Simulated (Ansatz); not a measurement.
Relaxation of BH$_{5}$N$_{2}$ (8 atoms, charge 0, multiplicity 1), to a largest force component of 0.02 eV/Å in at most 40 steps.

Level of theory: RKS B3LYP/def2-SVP (Ansatz 0.2.0).

```xyz
8
Properties=species:S:1:pos:R:3:forces:R:3
B 0.000 0.000 0.000 -0.29 -0.19 -3.41
H 0.000 0.000 1.190 -0.14 -0.46 0.56
N 1.342 0.000 -0.775 -0.90 0.71 0.57
H 1.809 -0.918 -1.027 -0.74 1.88 0.28
H 1.794 0.918 -1.053 -0.41 -1.92 0.38
N -1.342 0.000 -0.775 1.37 -0.02 1.00
H -2.011 -0.816 -0.676 0.66 1.96 0.10
H -1.591 0.816 -1.404 0.44 -1.96 0.53
```

Question: Where does it end, and by what steps?

Answer: It converged. After 11 steps the energy has fallen by 2.483 eV; H4 moved furthest, 1.04 Å.

```tsv
step	energy less start (eV)	largest force component (eV/Å)	accepted
0	0.0000	3.412	yes
1	-0.8200	1.519	yes
2	-1.3604	0.979	yes
3	-1.6477	0.813	yes
4	-1.8280	1.480	yes
5	-2.0309	1.109	yes
6	-2.1826	1.739	yes
7	-2.3544	0.875	yes
8	-2.4561	0.301	yes
9	-2.4771	0.232	yes
10	-2.4830	0.034	yes
11	-2.4832	0.007	yes
```

```xyz
8
Properties=species:S:1:pos:R:3
B -0.001 -0.249 -0.159
H -0.005 -0.884 0.873
N 1.246 0.068 -0.745
H 2.120 -0.218 -0.327
H 1.362 0.593 -1.604
N -1.245 0.133 -0.714
H -2.122 -0.107 -0.274
H -1.355 0.664 -1.570
```

Whether the end is a true minimum wasn't checked by a vibrational analysis.

Run time: 17 s on 1 thread of Arm Neoverse V2, on a shared host, peak memory 0.12 GiB.
